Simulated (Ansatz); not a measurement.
# CHOSi (sextet): wave-function methods side by side, cc-pVTZ

Aim: climb from Hartree-Fock through coupled cluster for CHOSi (sextet) at one geometry and basis, and see what each rung misses.

Method: cc-pVTZ, core rule «outside noble gas», up to 7 orbitals frozen; program: Ansatz 0.2.0, Gaussian basis.

To be run: UHF; CCSD(T) on ROHF; CCSD(T) on UHF; BCCD(T) on ROHF; CCSDT(Q) on ROHF; CCSDT(Q) on UHF.

6 further runs of the same task are left out: 1 for a known fault of the program, 5 set aside as unsound or not needed. Runs told in other sessions of the task aren't counted.

## Step 1: The system

The geometry is a PBE0/def2-TZVP stationary point (not a proven minimum) of the parent state, kept for this charge and spin.

4 atoms, charge 0, spin multiplicity 6.

Atoms are counted from 1 here; the program's logs count them from 0.

Bond lengths: C1–Si2 1.820 Å, C1–H4 1.084 Å, Si2–O3 1.530 Å. Angles: Si2–C1–H4 150.6°, C1–Si2–O3 122.3°.

## Step 2: UHF

Input file in.yaml:

```yaml
crystal:
  periodic: [false, false, false]
  atoms:
    - {symbol: C, position_ang: [0.000000, -0.231556, 1.642911]}
    - {symbol: Si, position_ang: [0.000000, 0.419511, -0.056146]}
    - {symbol: O, position_ang: [0.000000, -0.495400, -1.281834]}
    - {symbol: H, position_ang: [0.000000, -1.066454, 2.334393]}
basis:
  gaussian: {orbitals: cc-pVTZ}
magnetization: {spin_polarized: true, initial_magnetization: 5}
hamiltonian: {xc: hf}
output: {orbitals: {seedname: orbitals}}
```

The run is started by

```console
ansatz run in.yaml --threads 1 --pin off --events-out ev --progress --plain --max-ram 4096MiB --backend cpu
```

After this run come: CCSD(T) on ROHF; CCSD(T) on UHF; BCCD(T) on ROHF; CCSDT(Q) on ROHF; CCSDT(Q) on UHF.

Before running them: what should the planned runs give, taken together? Wanted: UCCSDT(Q) from the RHF energy; RMP2 from UCCSDT(Q); UMP2 from UCCSDT(Q); RCCSD from UCCSDT(Q); RCCSD(T) from UCCSDT(Q); UCCSD(T) from UCCSDT(Q); RCCSDT(Q) from UCCSDT(Q); T1 diagnostic.

The runs gave:

| quantity | value |
| --- | --- |
| UCCSDT(Q) from the ROHF energy | -11.1789 eV |
| RMP2 from UCCSDT(Q) | +1358.9 meV |
| UMP2 from UCCSDT(Q) | +1388.7 meV |
| RCCSD from UCCSDT(Q) | +408.5 meV |
| RCCSD(T) from UCCSDT(Q) | +56.2 meV |
| UCCSD(T) from UCCSDT(Q) | +53.4 meV |
| RCCSDT(Q) from UCCSDT(Q) | +5.7 meV |
| levels within 1 kcal/mol (43 meV) | RCCSDT, UCCSDT, RCCSDT(Q) |
| T1 diagnostic | 0.023 |

**Reading.** RCCSD(T) misses by +56.2 meV, 0.5 % of the correlation energy. These misses are within one basis, not against nature; the frozen cores of restricted and unrestricted runs differ, which can shift their rows.
